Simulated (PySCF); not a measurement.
Gas-phase reaction: 4 SiN → 2 Si₂N + N₂

Method: PySCF energies (xtb for GFN2) plus ideal-gas RRHO corrections (1 bar). 'Table' is the NASA 1993 thermochemical table (part measured, part estimated). After a fit of one offset per element over all species, the range-separated, M06-2X, PBE0/def2-QZVP and CCSD(T)/def2-TZVPP enthalpies, where run, lie to one side of the table for SiN (+118 kJ/mol), Si₂N (-17 kJ/mol): a fault of the table's entry, another state or a shared error of the levels is possible; this was not checked at source. † marks an energy on the PBE0/def2-TZVP geometry and frequencies; other levels use their own. 6-31G* has spherical d functions here. Open shells (unrestricted): SiN (multiplicity 2), Si₂N (multiplicity 2, electronic degeneracy 4); the rest are closed-shell singlets. GFN2 has no spin-polarisation term. Spin-orbit splitting is ignored; it lowers the true energy and changes the entropy of Si₂N. B3LYP is the form with VWN-RPA correlation. For this reaction the table lies outside the span of B3LYP, M06-2X, PBE0, r2SCAN, ωB97M-V, ωB97X-V in their largest bases here; which side is off was not settled. The harmonic model lacks anharmonicity and excited electronic states, which grow with temperature; levels with a mode under 35 cm⁻¹ are left out. The table's entry may be an old estimate for SiN, Si₂N (not checked at source).

```json
[
 {"level": "table", "ΔH°(298 K), kJ": "-694.5", "minus table": "-", "ΔG°(2500 K), kJ": "-312.9"},
 {"level": "B3LYP/6-31G*", "ΔH°(298 K), kJ": "-1148.9", "minus table": "-454.4", "ΔG°(2500 K), kJ": "-774.1"},
 {"level": "B3LYP/def2-TZVP†", "ΔH°(298 K), kJ": "-1141.5", "minus table": "-447.0", "ΔG°(2500 K), kJ": "-784.3"},
 {"level": "BLYP/def2-TZVP†", "ΔH°(298 K), kJ": "-1073.1", "minus table": "-378.6", "ΔG°(2500 K), kJ": "-716.0"},
 {"level": "GFN2-xTB", "ΔH°(298 K), kJ": "-505.1", "minus table": "189.4", "ΔG°(2500 K), kJ": "-185.6"},
 {"level": "PBE/def2-TZVP†", "ΔH°(298 K), kJ": "-1109.6", "minus table": "-415.1", "ΔG°(2500 K), kJ": "-752.4"},
 {"level": "PBE0/def2-QZVP†", "ΔH°(298 K), kJ": "-1170.0", "minus table": "-475.5", "ΔG°(2500 K), kJ": "-812.8"},
 {"level": "PBE0/def2-SVP†", "ΔH°(298 K), kJ": "-1210.8", "minus table": "-516.3", "ΔG°(2500 K), kJ": "-853.6"},
 {"level": "PBE0/def2-TZVP", "ΔH°(298 K), kJ": "-1176.9", "minus table": "-482.4", "ΔG°(2500 K), kJ": "-819.8"},
 {"level": "LDA/def2-TZVP†", "ΔH°(298 K), kJ": "-1187.9", "minus table": "-493.4", "ΔG°(2500 K), kJ": "-830.7"},
 {"level": "ωB97M-V/def2-TZVP†", "ΔH°(298 K), kJ": "-1188.8", "minus table": "-494.3", "ΔG°(2500 K), kJ": "-831.6"}
]
```
